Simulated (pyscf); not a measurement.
HO–Zn–OH (SMILES [OH][Zn][OH]) + H₃C–OH (SMILES CO) → H₂O (SMILES O) + H₃C–O–Zn–OH (SMILES C[O][Zn][OH]) (four-centre exchange; singlet surface; O–Zn, H–O broken, H–O, O–Zn formed). Optimised with ωB97X-D3(BJ)/def2-SVP in PySCF. Energies in kJ/mol from the separated reactants.

```json
[
 {"level": "ωB97X-D3(BJ)/def2-TZVP", "barrier": "-23.6", "reaction energy": "+8.8"},
 {"level": "PBE/def2-TZVP", "barrier": "-19.5", "reaction energy": "+11.3"},
 {"level": "r²SCAN/def2-TZVP", "barrier": "(withheld)", "reaction energy": "(withheld)"},
 {"level": "B3LYP-D3(BJ)/def2-TZVP", "barrier": "(withheld)", "reaction energy": "+9.0"},
 {"level": "ωB97M-D3(BJ)/def2-TZVP", "barrier": "-19.3", "reaction energy": "+11.0"},
 {"level": "HF/def2-TZVP", "barrier": "10.8", "reaction energy": "+11.3"}
]
```

Q: Fill in the missing entries.

A: 
- r²SCAN/def2-TZVP, barrier: -29.5
- r²SCAN/def2-TZVP, reaction energy: +10.0
- B3LYP-D3(BJ)/def2-TZVP, barrier: -20.2

On the reactant side the descent ends in an adduct with a O–Zn contact, 63.2 kJ/mol under the separated species and 39.6 kJ/mol under the saddle at ωB97X-D3(BJ)/def2-TZVP. On the product side the descent ends in an adduct with a O–Zn contact, 63.0 kJ/mol under the separated species and 30.6 kJ/mol under the saddle at ωB97X-D3(BJ)/def2-TZVP. At ωB97X-D3(BJ), PBE, r²SCAN, B3LYP-D3(BJ), ωB97M-D3(BJ) the saddle lies under the separated reactants, which points to a path from their complex (located at ωB97X-D3(BJ) alone). At ωB97X-D3(BJ), PBE, r²SCAN, B3LYP-D3(BJ), ωB97M-D3(BJ), HF the saddle lies under the separated products, which points to a path from their complex (located at ωB97X-D3(BJ) alone), and parting the products costs more than the saddle. What is counted as formed (O–Zn) is already present as a longer contact in the reactant adduct; forming that adduct is a step of its own. What is counted as broken (O–Zn) persists as a longer contact in the product adduct; parting that adduct is a step of its own. One saddle was located; it need not be the lowest between these sides. Elements up to Kr have no core potential and no relativistic terms here.
